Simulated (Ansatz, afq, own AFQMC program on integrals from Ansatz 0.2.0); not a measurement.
**H2 + BH2, doublet: a scan with AFQMC**

```xyz
5

H    -1.9803    0.0000    0.0000
H    -1.2353    0.0000    0.0000
B     0.1727    0.0000    0.0000
H     0.6818    0.0000    1.0770
H     0.6818    0.0000   -1.0770
```

A hydrogen atom is moved from one rigid fragment to the other; the H1–H2 distance tells how far. The two fragments are held close together, so this isn't a minimum-energy path and the start is a compressed complex. Energies in mEh count from this geometry (0.745 Å) at the same level; the start stands on UHF, each point on the determinant named.

Basis cc-pVTZ. Noble-gas cores (and the filled d shells of Ga–Kr and In–Xe) are frozen. AFQMC by an in-house program on the Cholesky factors that Ansatz 0.2.0 writes for its CCSD(T) run. ph-AFQMC/CISD is guided by a CISD state made of CCSD amplitudes; releasing the constraint for a short imaginary time cuts its bias at the price of noise, slowly where states lie close. ± is one standard error of the sampling.

```tsv
r(H1–H2) / Å	det.	T1	weight	⟨S²⟩	CCSD(T)	ph-AFQMC/CISD	released AFQMC	CCSDT(Q)	wB97M-V	B2PLYP
0.813	UHF	0.012	0.93	0.77	-4.1	-4.0 ± 0.1	-4.1 ± 0.08	-4.1	-4.2	-4.2
0.847	UHF	0.012	0.93	0.77	-5.4	-5.2 ± 0.1	-5.5 ± 0.1*	-5.4	-5.5	-5.5
0.881	UHF	0.011	0.93	0.77	-6.3	-6.4 ± 0.1	-6.4 ± 0.1	-6.3	-6.3	-6.4
0.915	UHF	0.011	0.93	0.77	-6.8	-6.7 ± 0.1	-6.9 ± 0.09	-6.8	-6.7	-6.9
0.983	UHF	0.011	0.93	0.76	-6.2	-6.1 ± 0.1	-6.3 ± 0.08	-6.1	-5.9	-6.2
```

Weight is that of the determinant in the CISD state; at the start T1 is 0.012 and the weight 0.93, and ⟨S²⟩ is 0.77. An asterisk marks released energies that aren't shown to be converged. Largest departures from CCSDT(Q), at the points where its series has closed: CCSD(T) -0.1 mEh at 0.983 (on UHF), ph-AFQMC/CISD 0.1 mEh at 0.847 (on UHF) (within the noise), released AFQMC -0.2 mEh at 0.881 (on UHF) (within the noise), wB97M-V 0.3 mEh at 0.983, B2PLYP -0.2 mEh at 0.847. Functionals count only at points shown to share the start's state and spin.

Some points may be missing: those where a free walk finds a much lower state, and past Zn most of those on another determinant than at the start.

A walk keeps the symmetry of its determinant, which the program's search chose and which needn't be the lowest solution, so a lower state of the same spin and another symmetry isn't excluded.
